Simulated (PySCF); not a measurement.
Below is a simulated gas-phase C 1s photoelectron spectrum of (CH3)2CHCHF2, `CC(C)C(F)F`.

Every computed line was given a Gaussian of 0.7 eV full width at half maximum and an area set by the number of equivalent atoms; the highest printed point is 100. Level of theory: PySCF 2.14.0, delta-SCF UKS SCAN, pcX-2 on the ionised atom, pcseg-1 elsewhere, spin-free X2C.

```tsv
binding energy (eV)	intensity
289.8	1
290.0	6
290.2	23
290.4	57
290.6	91
290.8	100
291.0	86
291.2	64
291.4	40
291.6	18
291.8	6
292.0	1
292.2	0
292.4	0
292.6	0
292.8	0
293.0	0
293.2	0
293.4	0
293.6	0
293.8	0
294.0	0
294.2	0
294.4	0
294.6	1
294.8	7
295.0	20
295.2	37
295.4	44
295.6	33
295.8	16
296.0	5
296.2	1
296.4	0
```

How many maxima does the curve show, and how many computed lines lie under it?

The curve has 2 maxima (at 290.8 and 295.4 eV). Under it lie 3 lines from 3 inequivalent carbon sites. At this width some lines have no maximum of their own.

Decompose the envelope and assign each component. Numbering: `[CH3:1][CH:2]([CH3:3])[CH:4]([F:5])[F:6]`.

| position (eV) | relative area | line | atoms | environment |
| --- | --- | --- | --- | --- |
| 290.69 | 2 | C 1s | C1/C3 | methyl carbon |
| 291.20 | 1 | C 1s | C2 | sp3 CH carbon |
| 295.38 | 1 | C 1s | C4 | CHF2 carbon |

What are the centre and the root-mean-square width of the whole band?

The area-weighted mean of the lines is 291.99 eV. Their own spread about it is 1.97 eV (rms) and each Gaussian has σ = 0.7/2.355 = 0.30 eV; the variances add, which gives 1.99 eV.

The listed C 1s values span 4.69 eV, from C1/C3 (bonded to C and 3 H) to C4 (bonded to 2 F, C and H). The widest gap between neighbouring values is 4.18 eV, between 291.20 and 295.38 eV. Summing the Pauling electronegativity differences to the bonded atoms, each weighted by its formal bond order, gives -1.05 for the lowest site and +2.51 for the highest; no listed site has a larger sum than the highest.

Shake-up satellites, vibrational structure and lifetime widths aren't simulated. Topologically equivalent atoms share the value of their first member; where this conformer doesn't relate them by symmetry, their own values could differ. The structure is a single GFN2-xTB conformer in the gas phase; no vibrational or solvent corrections.

Conformer computed: `[CH3:1][CH:2]([CH3:3])[CH:4]([F:5])[F:6]`: C1–C2–C4–F5 -56°.
